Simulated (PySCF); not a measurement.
Pyridazine radical anion, C₄H₄N₂ (charge -1 and doublet state).
Bonds: C1–C2 (aromatic), C2–C3 (aromatic), C3–N4 (aromatic), N4–N5 (aromatic), N5–C6 (aromatic), C1–C6 (aromatic). Hydrogens: H7 on C1; H8 on C2; H9 on C3; H10 on C6.

Identity: `c1ccnnc1` (pyridazine radical anion) [SMILES of the parent framework; charge -1 and doublet state].

Method used: UKS B3LYP, IGLO-III on C N, pcH-1 on H, non-relativistic, mean-field spin-orbit, GIAO (PySCF). Isolated species at its PBE0-D3(BJ)/def2-SVP geometry, gas phase. Whether the extra electron is bound in the gas phase wasn't checked; a finite basis holds it in any case. The geometry's basis has no diffuse functions, a weakness for an anion. Stability of the SCF solution: not tested. No frequencies were computed at this geometry's level, so the symmetric structure isn't shown to be a minimum.

Break the g tensor into its mass correction, gauge correction and orbital-Zeeman/spin–orbit terms.

| Δg (ppm) | 1 | 2 | 3 |
| --- | --- | --- | --- |
| relativistic mass correction | -198 | -198 | -198 |
| gauge correction | -24 | 40 | 38 |
| orbital Zeeman/spin–orbit | -5 | 1990 | 2087 |
| total | -227 | 1832 | 1927 |

So g = 2.00209, 2.00415, 2.00425 and g_iso = 2.00350; the tensor is close to axial: the two nearest values differ by 4 % of g3 − g1. Axes: g1 is normal to the molecular plane and g3 points within 1° of the C1–C2 bond.

What effective moment and Curie constant follow for a powder?

With the mean of g² = 4.0140 and S(S+1) = 0.75: μ_eff = √(⟨g²⟩S(S+1)) = 1.735 μB and χT = 0.12505·⟨g²⟩·S(S+1) = 0.376 cm³ K/mol (cgs; spin-Hamiltonian part alone).

What are the electron Larmor frequencies g μB B/h along the three axes at 1200 mT?

33.6261, 33.6607, 33.6623 GHz for g1, g2 and g3, a range of 36.2 MHz.

Average each term over the three axes. Which is largest in size?

The orbital-Zeeman/spin–orbit term 1357, the mass correction -198 and the gauge correction 18 ppm, for a total of 1177 ppm. The orbital-Zeeman/spin–orbit term is the largest in size. The mass correction is the same along every axis, so the anisotropy comes from the other two: their spans along these axes are 64 (gauge) and 2092 ppm (orbital Zeeman/spin–orbit).

In a frozen sample, at which fields do the three g values resonate at 9.5, 34, 94 and 263 GHz (hyperfine left aside), and which band first spreads them over more than twice a line width of 0.5 mT?

| band | GHz | B(g3) mT | B(g2) mT | B(g1) mT | spread mT |
| --- | --- | --- | --- | --- | --- |
| X | 9.5 | 338.66 | 338.67 | 339.02 | 0.36 |
| Q | 34.0 | 1212.04 | 1212.10 | 1213.34 | 1.30 |
| W | 94.0 | 3350.93 | 3351.09 | 3354.53 | 3.61 |
| J | 263.0 | 9375.47 | 9375.91 | 9385.56 | 10.09 |

The spread grows in proportion to the frequency. Q band is the first where it exceeds 1.0 mT.

The largest Mulliken spin populations are on C1 (+0.33), C2 (+0.33), N4 (+0.32) and N5 (+0.32). Four atoms exceed +0.15.

The HOMO–LUMO gaps are 2.62 eV among the α and 5.30 eV among the β orbitals.

The run took 33 s of wall time on Arm Neoverse V2, one thread, shared host.
